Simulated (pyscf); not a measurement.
HO–Sb(OH)–SH + water (H₂O) → HO–Sb(OH)–OH + H₂S, a four-centre exchange (singlet surface; S–Sb, H–O broken, O–Sb, H–S formed). Structures and frequencies: ωB97X-D3(BJ)/def2-SVP in PySCF. Energies in eV from the separated reactants.

AM1 to PM7: differences of heats of formation from MOPAC, which are fitted to 298 K values and so differ in kind from electronic energies by zero-point and thermal terms. 

Question: In single points AM1 puts the saddle at 0.98 eV and the reaction energy at +0.22 eV. Should these be trusted to within a few kcal/mol? Compare with ωB97M-D3(BJ)/def2-TZVP.

Answer: ωB97M-D3(BJ)/def2-TZVP gives ΔE‡ = 0.48 eV and ΔE = +0.09 eV. AM1 lies 0.50 eV over it in the barrier and 0.13 eV over it in the reaction energy, so on this step it does not hold to within 0.13 eV. ωB97M-D3(BJ)/def2-TZVP has limits of its own. On the reactant side the descent ends in a bound adduct, 0.45 eV under the separated species and 0.96 eV under the saddle at ωB97X-D3(BJ)/def2-TZVP. On the product side the descent ends in a complex, 0.29 eV under the separated species and 0.56 eV under the saddle at ωB97X-D3(BJ)/def2-TZVP. This is the saddle that the search found; another between the same sides may lie lower. In the def2 sets elements past Kr carry core potentials, without spin-orbit coupling.
